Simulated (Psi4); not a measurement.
Process, species as SMILES: [O+]#[Si-] (O-Si) + 3 [H][H] (H2) → O (H2O) + [SiH4] (SiH4)
B3LYP-D3(BJ)/def2-TZVP geometries, fixed; electronic energies without zero-point terms.

The energy of full hydrogenation at MP2 with Psi4, in kcal/mol, split into its Hartree-Fock and correlation parts. Density fitting with the program's default auxiliary sets. Cores are frozen. No added dispersion term, no relativity. Functions are those of the species that has most.

```tsv
basis	X	functions	Hartree-Fock	MP2
cc-pV(D+d)Z	2	43	-56.47	-35.10
cc-pV(T+d)Z	3	95	-49.38	-32.50
cc-pV(Q+d)Z	4	184	-49.94	-34.25
```

Worked estimate of the basis-set limit from each neighbouring pair, with Hartree-Fock from the larger set and the correlation part extrapolated as X^-3.
Correlation parts: X = 2: 21.37, X = 3: 16.88, X = 4: 15.69.
- (2,3): (27·(16.88) - 8·(21.37))/19 = 14.99; with Hartree-Fock -49.38 the estimate is -34.39 kcal/mol.
- (3,4): (64·(15.69) - 27·(16.88))/37 = 14.82; with Hartree-Fock -49.94 the estimate is -35.12 kcal/mol.
The last two estimates differ by 0.73 kcal/mol; the largest set lies 0.87 from the last. Over the last step Hartree-Fock moves by -0.56 and the correlation part by -1.19.
